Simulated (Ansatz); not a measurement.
# CH₃Cl (triplet): the correlation ladder at distance Cl1–H2 along a hydrogen transfer = 1.189 Å, cc-pVDZ

Aim: climb from Hartree-Fock through coupled cluster and multireference methods for CH₃Cl (triplet) at one geometry and basis, and see what each rung misses.

The runs use Ansatz 0.2.0, Gaussian basis; cc-pVDZ, core rule «outside noble gas», up to 6 orbitals frozen.

The runs, in order: UHF; CCSD(T) on ROHF; CCSD(T) on UHF; BCCD(T) on ROHF; CISD; CCSDT(Q) on ROHF; CCSDT(Q) on UHF; CASSCF and MRCISD+Q, 4 electrons in 4 orbitals; CASSCF and NEVPT2, 4 electrons in 4 orbitals; CASSCF and MRCISD+Q, 14 electrons in 11 orbitals; CASSCF and NEVPT2, 14 electrons in 11 orbitals.

3 further runs of the same task are left out: 3 that didn't finish.

**1. The system**

The geometry derives from fragments relaxed apart (PBE0/def2-TZVP) and kept rigid, so it is no stationary point. A hydrogen atom is moved between rigid fragments.

5 atoms, charge 0, spin multiplicity 3.

Atoms are counted from 1 here; the program's logs count them from 0.

Bond lengths: Cl1–H2 1.189 Å, C3–H4 1.079 Å, C3–H5 1.079 Å. Angles: H4–C3–H5 134.8°.

**2. UHF**

in.yaml

```yaml
crystal:
  periodic: [false, false, false]
  atoms:
    - {symbol: Cl, position_ang: [-0.870143, 0.000000, 0.000000]}
    - {symbol: H, position_ang: [0.318857, 0.000000, 0.000000]}
    - {symbol: C, position_ang: [2.116857, 0.000000, 0.000000]}
    - {symbol: H, position_ang: [2.531325, 0.000000, 0.996161]}
    - {symbol: H, position_ang: [2.531325, 0.000000, -0.996161]}
basis:
  gaussian: {orbitals: cc-pVDZ}
magnetization: {spin_polarized: true, initial_magnetization: 2}
hamiltonian: {xc: hf}
output: {orbitals: {seedname: orbitals}}
```

The run is started by

```bash
$ ansatz run in.yaml --threads 1 --pin off --events-out ev --progress --plain --max-ram 2393MiB
```

The runs that follow: CCSD(T) on ROHF; CCSD(T) on UHF; BCCD(T) on ROHF; CISD; CCSDT(Q) on ROHF; CCSDT(Q) on UHF; CASSCF and MRCISD+Q, 4 electrons in 4 orbitals; CASSCF and NEVPT2, 4 electrons in 4 orbitals; CASSCF and MRCISD+Q, 14 electrons in 11 orbitals; CASSCF and NEVPT2, 14 electrons in 11 orbitals.

**Question.** What will the summary of the whole plan be? Wanted: UCCSDT(Q) below the RHF energy; RMP2 from UCCSDT(Q); UMP2 from UCCSDT(Q); RCCSD from UCCSDT(Q); RCCSD(T) from UCCSDT(Q); UCCSD(T) from UCCSDT(Q); RCCSDT(Q) from UCCSDT(Q); NEVPT2 pair from UCCSDT(Q); MRCISD+Q pair from UCCSDT(Q).

As calculated:

| quantity | value |
| --- | --- |
| UCCSDT(Q) below the RHF energy | -7.9103 eV |
| RMP2 from UCCSDT(Q) | +108.9 kJ/mol |
| UMP2 from UCCSDT(Q) | +107.7 kJ/mol |
| RCCSD from UCCSDT(Q) | +14.7 kJ/mol |
| RCCSD(T) from UCCSDT(Q) | +2.6 kJ/mol |
| UCCSD(T) from UCCSDT(Q) | +2.5 kJ/mol |
| RCCSDT(Q) from UCCSDT(Q) | +0.1 kJ/mol |
| NEVPT2 pair from UCCSDT(Q) | +109.4 kJ/mol |
| MRCISD+Q pair from UCCSDT(Q) | +4.2 kJ/mol |
| NEVPT2 valence from UCCSDT(Q) | +132.7 kJ/mol |
| levels within 1 kcal/mol (43 meV) | RCCSD(T), UCCSD(T), BCCD(T), RCCSDT, UCCSDT, RCCSDT(Q), MRCISD+Q pair, MRCISD+Q valence |
| T1 diagnostic | 0.015 |
| effectively unpaired electrons | 2.01 |

In words: RCCSD(T) lands +2.6 kJ/mol from the yardstick (0.3 % of the correlation energy). One determinant dominates. Of the multireference levels listed MRCISD+Q valence comes nearest in total energy (+3.4 kJ/mol), which doesn't show that its space is the better one. These misses are within one basis, not against nature; the frozen cores of restricted and unrestricted runs differ, which can shift their rows.
